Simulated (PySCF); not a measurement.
## Working out the ionisation energy of Si

Si [Ne] 3s2 3p2 (3P) → Si⁺ [Ne] 3s2 3p1 (2P). Calculation: PySCF 2.14, in Sapporo-DZP-2012; the spin-free X2C one-electron Hamiltonian (Gaussian nucleus). Frozen: [Ne]. Energies in hartree (1 hartree = 27.21139 eV):

| part | Si (lower) | Si⁺ (upper) |
| --- | --- | --- |
| UHF | -289.370972 | -289.090334 |
| CCSD correlation | -0.066428 | -0.052949 |
| (T) | -0.001095 | -0.000654 |

Problem. What does Hartree-Fock give?

Solution. (-289.090334) − (-289.370972) = 0.280638 hartree = 7.637 eV.

Problem. What do CCSD and CCSD(T) give?

Solution. The CCSD correlation energies differ by 0.013479 hartree = 0.367 eV and the triples by 0.000441 hartree = 0.012 eV, so CCSD gives 8.004 eV and CCSD(T) 8.016 eV.

Measured between the centres of the two terms (NIST): 8.157 eV, so CCSD(T) (valence) is off by -0.141 eV.

A double-zeta basis recovers only part of the correlation energy.

What remains against the reference includes basis incompleteness, the frozen core and higher excitations.
